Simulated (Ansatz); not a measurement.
Born–Oppenheimer molecular dynamics of BH₄N (6 atoms, charge 0, multiplicity 1). It starts from a relaxed structure.

Method: RHF/def2-SVP (Ansatz 0.2.0).

- ensemble: NVT, Nosé–Hoover chain
- time step: 0.5 fs
- steps asked: 250
- set temperature: 1000 K
- thermostat: time constant 3 fs, chain length 1
- seed: 84927

First frame:

```xyz
6
Properties=species:S:1:pos:R:3
B 0.000 0.000 0.074
N 0.000 0.000 1.463
H -0.830 -0.107 2.009
H 0.830 0.107 2.009
H 1.038 0.134 -0.517
H -1.038 -0.134 -0.517
```

Problem. How far do the bonds stretch over the last three quarters of this one trajectory? (Pairs bonded in most of those frames.)

Solution. 
```csv
bond,mean (Å),spread (Å),shortest,longest
B1–N2,1.423,0.066,1.31,1.56
B1–H5,1.208,0.032,1.12,1.30
B1–H6,1.219,0.073,1.11,1.37
N2–H3,1.012,0.044,0.93,1.12
N2–H4,1.011,0.041,0.94,1.12
```

Mean temperature of the second half: 980 K. The conserved energy stayed within 2.6 meV per atom of its start (net change 0.24 meV per atom), so the integration is sound. A run of 0.12 ps of so small a system gives no equilibrium averages.

Time of the run: 67 s on 1 thread of Arm Neoverse V1 (shared host), peak memory 0.077 GiB.
